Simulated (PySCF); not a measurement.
H3SiCH2F, CH5FSi.
Atom-mapped SMILES: `[F:1][CH2:2][SiH3:3]` (hydrogens: H4, H5 on C2; H6, H7, H8 on Si3)

Structure used (PBE0-D3(BJ)/def2-SVP), in Å, numbered top down from 1:
```xyz
8
CH5FSi angstrom
F      1.6444    0.1668   -1.0376
C      0.9848   -0.0676    0.1510
Si    -0.8948    0.0347   -0.1213
H      1.2736   -1.0623    0.5355
H      1.3113    0.6773    0.8987
H     -1.2603    1.3979   -0.6053
H     -1.3171   -0.9786   -1.1313
H     -1.5856   -0.2349    1.1774
```

The calculation used core-valence-separated Tamm–Dancoff BHandHLYP/aug-pcX-1 (pcseg-1 on H, def2-SVPD on Si) in PySCF, non-relativistic, gas phase, PBE0-D3(BJ)/def2-SVP geometry. Absolute energies from this functional tend to lie a few eV below measured edges; no shift was applied.

Q: What does the F 1s absorption edge look like?

A: 
| E (eV) | f | core hole on | main final orbital |
| --- | --- | --- | --- |
| 684.71 | 0.0296 | F1 | LUMO+1 (52 %) |
| 686.39 | 0.0057 | F1 | LUMO (79 %) |
| 687.53 | 0.0037 | F1 | LUMO+3/LUMO+4 (2 roots, f summed) |
| 687.78 | 0.0013 | F1 | LUMO+2 (39 %) |
| 687.87 | 0.0081 | F1 | spread |
| 688.12 | 0.0027 | F1 | LUMO+6 (60 %) |

The first line with a tenth or more of the strongest one's intensity is at 684.71 eV (f = 0.030), with the hole on F1 (alkyl fluorine). It is also the strongest listed.

Q: Give energies, oscillator strengths and core holes at the C K edge.

A: 
| E (eV) | f | core hole on | main final orbital |
| --- | --- | --- | --- |
| 286.14 | 0.0480 | C2 | LUMO+1 (49 %) |
| 287.39 | 0.0013 | C2 | LUMO (80 %) |
| 287.89 | 0.0393 | C2 | LUMO+3 (66 %) |
| 287.97 | 0.0426 | C2 | LUMO+4 (37 %) |
| 288.94 | 0.0000 | C2 | LUMO+5 (76 %) |
| 289.01 | 0.0008 | C2 | LUMO+4 (46 %) |
| 289.43 | 0.0013 | C2 | LUMO+6 (84 %) |

The first line with a tenth or more of the strongest one's intensity is at 286.14 eV (f = 0.048), with the hole on C2 (sp3 C–F carbon). It is also the strongest listed.

Roots within 0.03 eV whose holes lie on the same, on equivalent or on shared atoms are summed into one line, and the highest roots are left out, as the search may have cut off their partners. Final orbitals are the ground state's empty Kohn–Sham orbitals.

Q: What are the wavelength and the wavenumber of the 687.87 eV line?

A: λ = 12398.42 eV Å/687.87 eV = 18.024 Å; 5.5480 × 10⁶ cm⁻¹.

The list ends where the root search ended, not at a threshold.
